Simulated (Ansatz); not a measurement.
# CAM-B3LYP/STO-3G run of AlH3O (AlH2(OH))

Aim: the vertical singlet–triplet gap of AlH3O (AlH2(OH)) at CAM-B3LYP/STO-3G, from 2 runs. 

Program for the calculation: Ansatz 0.2.0.

56 further runs of the same task are left out: 56 set aside as unsound or not needed.

### Step 1. The structure to begin with

The species is AlH3O (5 atoms), meant as a singlet with charge 0. As SMILES, `[H][Al]([H])[OH]`. Geometry: a GFN2-xTB relaxation, a rough one for these elements and not checked as a minimum.

Bond lengths: Al1–O4 1.636 Å, Al1–H2 1.532 Å, Al1–H3 1.531 Å, O4–H5 0.949 Å. Angles: Al1–O4–H5 179.6°, H2–Al1–O4 120.0°, H3–Al1–O4 120.0°, H2–Al1–H3 120.0°.

### Step 2. A single-point energy at CAM-B3LYP/STO-3G

run.yaml reads:

```yaml
basis:
  gaussian: {orbitals: STO-3G}
crystal:
  periodic: [false, false, false]
  atoms:
    - symbol: Al
      position_ang: [0.271770, 0.451120, -0.109270]
    - symbol: H
      position_ang: [1.798980, 0.417230, -0.221380]
    - symbol: H
      position_ang: [-0.481020, 1.769010, -0.311810]
    - symbol: O
      position_ang: [-0.555450, -0.920030, 0.226660]
    - symbol: H
      position_ang: [-1.034280, -1.717330, 0.415800]
magnetization: {spin_polarized: false, initial_magnetization: 0}
hamiltonian: {xc: {name: CAM-B3LYP}}
accuracy: high
```

On the command line:

```bash
$ ansatz run run.yaml --threads 1 --pin off --max-ram 2610MiB --events-out events.jsonl --progress --plain --runs-dir runs
```

The program printed:

```text
Warning: RAYON_NUM_THREADS=1 ignored (pool sized by the plan → 1); use --threads N
Functional definition: CAM-B3LYP
  name "CAM-B3LYP"
  parameter alpha = 0.19
  parameter beta = 0.46
  parameter omega = 0.33/bohr
  parameter ac = 0.81
  exchange = (1 - alpha - beta)*b88_x + beta*b88_x_sr(omega) + alpha*exact_x + beta*exact_x_lr(omega)
  correlation = (1 - ac)*vwn5_c + ac*lyp_c
288 factors; integrals over basis functions are off by at most 2.9e-8 eV
133 factors; integrals over basis functions are off by at most 7.1e-10 eV
mean field evaluation 1: about -8580.3165 eV, gradient 2.5e1 eV
mean field evaluation 2: about -8580.8184 eV, gradient 2.4e1 eV
mean field evaluation 4: about -8582.4638 eV, gradient 2.6e-1 eV
mean field evaluation 8: about -8582.4304 eV, gradient 5.6e-4 eV
mean field -8582.43044961 eV, -315.3985016430 hartree, gradient 3.2e-8 eV, S^2 0.000000; 0 other end points of the search recorded, 0 dependent functions left out
reference -8582.43046279 eV, -315.3985021274 hartree; 12, 12 occupied and 5, 5 virtual orbitals, 288 factors
Total energy: -8582.43046279 eV, -315.3985021274 hartree
```

Run time: 1.7 s. Hardware: 1 thread of Intel Xeon Platinum 8259CL at 2.50GHz (Skylake/Cascade Lake), shared host; peak memory 0.11 GiB.

### Step 3. The triplet

job.yaml reads:

```yaml
basis:
  gaussian:
    orbitals: STO-3G
crystal:
  periodic: [false, false, false]
  atoms:
    - symbol: Al
      position_ang: [0.271770, 0.451120, -0.109270]
    - symbol: H
      position_ang: [1.798980, 0.417230, -0.221380]
    - symbol: H
      position_ang: [-0.481020, 1.769010, -0.311810]
    - symbol: O
      position_ang: [-0.555450, -0.920030, 0.226660]
    - symbol: H
      position_ang: [-1.034280, -1.717330, 0.415800]
magnetization:
  spin_polarized: true
  initial_magnetization: 2
hamiltonian:
  xc: {name: CAM-B3LYP}
accuracy: high
```

On the command line:

```bash
$ ansatz run job.yaml --threads 1 --pin off --max-ram 2610MiB --events-out events.jsonl --progress --plain --runs-dir runs
```

The program printed (excerpt; [...] marks lines left out):

```text
Warning: RAYON_NUM_THREADS=1 ignored (pool sized by the plan → 1); use --threads N
[... 8 set-up lines as earlier in the session ...]
288 factors; integrals over basis functions are off by at most 2.9e-8 eV
133 factors; integrals over basis functions are off by at most 7.1e-10 eV
mean field evaluation 1: about -8573.2282 eV, gradient 1.0e1 eV
mean field evaluation 2: about -8573.5898 eV, gradient 9.2e0 eV
mean field evaluation 4: about -8574.1641 eV, gradient 1.2e0 eV
mean field evaluation 8: about -8574.2503 eV, gradient 1.0e-1 eV
mean field evaluation 16: about -8575.0426 eV, gradient 2.6e-1 eV
mean field -8575.03736388 eV, -315.1268107536 hartree, gradient 8.6e-8 eV, S^2 2.002711; 4 other end points of the search recorded, 0 dependent functions left out
reference -8575.03737721 eV, -315.1268112432 hartree; 13, 11 occupied and 4, 6 virtual orbitals, 288 factors
Total energy: -8575.03737721 eV, -315.1268112432 hartree
```

It took 4.5 s on 1 thread of Intel Xeon Platinum 8259CL at 2.50GHz (Skylake/Cascade Lake), shared host; peak memory 0.15 GiB.

### Step 4. Results

Level: CAM-B3LYP/STO-3G.

| quantity | value |
| --- | --- |
| singlet: total energy | -315.39850 Eh |
| triplet: total energy | -315.12681 Eh |
| triplet: ⟨S²⟩ | 2.003 |
| vertical energy of the triplet above the singlet | 7.393 eV |

What this shows: At this shape the triplet lies 7.39 eV (170 kcal/mol) above the singlet. In a minimal basis such a difference can be off by several eV, whatever the method.
